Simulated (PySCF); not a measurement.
Relaxation of quartet C₃⁺

Computed with UPBE0/[C def2-TZVP], no relativity, density fitting, PySCF. A (50,194) grid was used.

A hand-made equilateral triangle start, of D3h symmetry, held to at least that symmetry:

```xyz
3
charge 1 multiplicity 4, angstrom
C     0.4330   -0.7500    0.0000
C    -0.8660    0.0000    0.0000
C     0.4330    0.7500    0.0000
```

Q: What does it relax to?

A: It ends at D3h with C–C 1.384 Å (×3); C–C–C 60.0° (×3). A frequency run shows a minimum. Other isomers or separated fragments may lie lower.

Q: How much energy is released, and in how many steps?

A: 57.9 kJ/mol in 3 steps.

At this level a doublet minimum of C2v symmetry lies 45 kJ/mol below this structure.
